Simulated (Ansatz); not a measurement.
# The cluster TiAl₂: structure and electronic state

Aim: characterise the cluster TiAl₂ as a singlet: its structure, frontier levels and distribution of charge.

Method: RKS PBE0-D4/def2-TZVP; program: Ansatz 0.2.0, Gaussian basis.

Plan: relaxation at PBE0-D4/def2-TZVP; a single point at PBE0-D4/def2-TZVP.

1 further run of the same task is left out (set aside as unsound or not needed).

### Step 1. Where the work starts

3 atoms, charge 0, spin multiplicity 1.

Atoms are counted from 1 here; the program's logs count them from 0.

Bond lengths: Ti1–Al2 2.601 Å, Ti1–Al3 2.604 Å, Al2–Al3 2.751 Å. Angles: Al2–Ti1–Al3 63.8°, Ti1–Al2–Al3 58.1°, Ti1–Al3–Al2 58.0°.

No spin-orbit coupling is included.

The start is a GFN2-xTB geometry.

### Step 2. Optimising with PBE0-D4/def2-TZVP

in.yaml

```yaml
crystal:
  periodic: [false, false, false]
  atoms:
    - {symbol: Ti, position_ang: [0.006680, -1.272240, 0.742080]}
    - {symbol: Al, position_ang: [-1.376470, 0.671590, -0.294200]}
    - {symbol: Al, position_ang: [1.369790, 0.600650, -0.447880]}
basis:
  gaussian: {orbitals: def2-TZVP}
hamiltonian: {xc: pbe0, dispersion: d4}
scf: {lower_state_search: "off"}
output: {orbitals: {seedname: orbitals}}
relax: {f_tol: 0.02, max_steps: 100}
```

The run is started by

```
> ansatz run in.yaml --threads 4 --pin off --events-out ev --progress --plain --max-ram 3916MiB
```

The runs that follow: Single point, PBE0-D4/def2-TZVP.

Before running them: what should the planned runs give, taken together? Wanted: point group; near neighbours of the metal; HOMO, LUMO at PBE0-D4/def2-TZVP; charge on the metal; dipole at PBE0-D4/def2-TZVP.

As calculated:

```
                                         quantity               value
                                      point group                 C2v
                     near neighbours of the metal  Al 2.50, Al 2.50 Å
                  HOMO, LUMO at PBE0-D4/def2-TZVP     -4.85, -2.26 eV
charge on the metal (Mulliken, PBE0-D4/def2-TZVP)             +0.13 e
                      dipole at PBE0-D4/def2-TZVP              2.67 D
```

**Reading.** The molecule keeps its bonding pattern by the stored test; the atoms moved 0.11 Å (rms). No usable vibrations, so a minimum isn't proven. Whether this spin is the lowest isn't tested here.
